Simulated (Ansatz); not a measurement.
Crystal: In$_{2}$O, antifluorite type, 3 atoms in the cell.

Method: Ansatz 0.2.0 development build, PBE, plane waves, PAW datasets (generated soft set 1).

Cutoff 420 eV; k-mesh 29×29×29 Γ-centred; Fermi–Dirac smearing of 0.0612 eV; no spin polarisation; no spin–orbit coupling.

(1) What equilibrium volume, lattice constant and bulk modulus does this give?

Answers

(1) V₀ = 21.968 Å³/atom (a₀ = 6.412 Å), B₀ = 43.2 GPa, B₀′ = 5.00. The points behind the fit:

```csv
V (Å³/atom),a (Å),E − E(min) (meV/atom),P (GPa)
20.648,6.2808,12.10,3.12
21.087,6.3251,5.17,1.96
21.526,6.3687,1.25,0.92
21.966,6.4117,0.00,0.01
22.405,6.4542,1.12,-0.81
22.844,6.4961,4.35,-1.53
23.284,6.5375,9.44,-2.17
```

The published all-electron PBE values for this crystal (mean of FLEUR and WIEN2k, k-spacing 0.06 Å⁻¹; Bosoni et al., Nat. Rev. Phys. 6, 45 (2024)) are V₀ = 21.977 Å³/atom, B₀ = 43.2 GPa, B₀′ = 4.99.

The stress includes the program's correction for the finite plane-wave basis.

This cubic structure is a model: it isn't the usual form of the substance at ambient conditions, and such phases are metastable or hypothetical.
